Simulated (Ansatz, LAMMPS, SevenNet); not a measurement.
Ladder of methods for the elastic constant C11 of hcp Ti

Reference value: 176 GPa (measured, 4 K, zero-point motion not removed; as tabulated in Ferrari et al. (2019), arXiv:1905.01197).

**Question.** What do COMB comb3, SevenNet-0, PBE, r²SCAN, HSE06 give, and how far is each from the reference?

**Answer.** 
```
level (code)         value (GPa)  cell (Å³/atom)  difference (%)
-------------------  -----------  --------------  --------------
COMB comb3 (LAMMPS)          147           17.74           -16.5
SevenNet-0                   112           17.41             -36
PBE (Ansatz)                 176           17.39             0.0
r²SCAN (Ansatz)              188           17.31            +6.8
HSE06 (Ansatz)               221           17.19             +26
```

Once the reference is moved by up to 3.3 % (a margin picked here for doubts on the reference and the settings, and for temperature and zero-point motion) and values within 1.7 % count as equal, the nearest can be PBE (0.0 %) or r²SCAN (+6.8 %). Among them SevenNet-0 (-36 %) misses by most. Within 20 %: COMB comb3, PBE, r²SCAN.

The reference isn't brought to a static lattice, while the calculations are for one, so the differences are not the levels' errors alone. The crystal itself was run without spin with PBE, r²SCAN, HSE06; a magnetic state was not tried in these runs. HSE06: hybrids on metals are sensitive to the k mesh. Each level is taken at its own relaxed cell. Cutoffs and k meshes differ between the levels. Ansatz's density-functional and Hartree–Fock values are scalar-relativistic unless marked +SOC, with PAW data made under PBE.

Empirical potentials (COMB comb3) are fitted to chosen data: where that held the value shown, agreement is built in, and what lay outside the fit can be far off. Machine-learned potentials (SevenNet-0) are trained on DFT data: a solid inside that data is no test of them.

Differences are worked out from the printed values.

Ansatz is a program for electronic structure.
